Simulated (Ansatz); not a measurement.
# CH₄NS+: functionals against CCSD(T) at one geometry

An exercise on one series of results from a longer session: the logs are not shown, and one member is left open.

Computed with Ansatz 0.2.0, Gaussian basis. Level: single points in def2-TZVPP.

Correlated methods freeze the cores.

**Starting geometry**

SMILES `[NH3+]C=S`, 7 atoms, charge 1, spin multiplicity 1.

Atoms are counted from 1 here; the program's logs count them from 0.

Bond lengths: N1–C2 1.458 Å, N1–H4 1.001 Å, N1–H5 1.175 Å, N1–H6 0.998 Å, C2–S3 1.732 Å, C2–H7 0.915 Å. Angles: C2–N1–H4 123.2°, C2–N1–H5 110.7°, C2–N1–H6 111.7°, H4–N1–H5 101.5°, H4–N1–H6 104.2°, H5–N1–H6 103.3°, N1–C2–S3 118.5°, N1–C2–H7 117.0°, S3–C2–H7 124.4°.

Geometry (Å):

```xyz
7
charge 1, multiplicity 1
N    -0.38700    0.40850   -0.24490
C     0.31870   -0.74580    0.29980
S     1.88430   -0.50380    0.99960
H    -1.33180    0.36830   -0.57420
H     0.17230    0.83080   -1.18850
H    -0.38130    1.17850    0.38980
H    -0.12300   -1.54730    0.28690
```

Set-up of the first run:

run/in.yaml reads:

```yaml
crystal:
  periodic: [false, false, false]
  atoms:
    - {symbol: N, position_ang: [-0.387000, 0.408500, -0.244900]}
    - {symbol: C, position_ang: [0.318700, -0.745800, 0.299800]}
    - {symbol: S, position_ang: [1.884300, -0.503800, 0.999600]}
    - {symbol: H, position_ang: [-1.331800, 0.368300, -0.574200]}
    - {symbol: H, position_ang: [0.172300, 0.830800, -1.188500]}
    - {symbol: H, position_ang: [-0.381300, 1.178500, 0.389800]}
    - {symbol: H, position_ang: [-0.123000, -1.547300, 0.286900]}
basis:
  gaussian: {orbitals: def2-TZVPP}
total_charge: 1
correlation: {method: ccsd_t}
output: {forces: true}
```

The command line of these runs was not kept.

Among the steps run: CCSD(T)/def2-TZVPP; PBE0-D4/def2-TZVPP; wB97M-V/def2-TZVPP; r2SCAN-D4/def2-TZVPP; PBE-D4/def2-TZVPP; wB97X-V/def2-TZVPP; BLYP-D4/def2-TZVPP.

One of the session's tables, all rows but one given; the rest of the session is left out.

```
   method  RMS force component (eV/Å)  angle to CCSD(T) forces (°)
  CCSD(T)                       3.824                    reference
  PBE0-D4                       4.014                          3.5
  wB97M-V                           ?                            ?
r2SCAN-D4                       3.930                          2.6
   PBE-D4                       3.895                          3.2
  wB97X-V                       4.091                          4.0
  BLYP-D4                       3.766                          2.6
```

**Question.** Estimate the row for wB97M-V.

The run gave: RMS force component (eV/Å): 3.994; angle to CCSD(T) forces (°): 4.0. In the column «RMS force component (eV/Å)» it lies between r2SCAN-D4 (3.930) and PBE0-D4 (4.014).
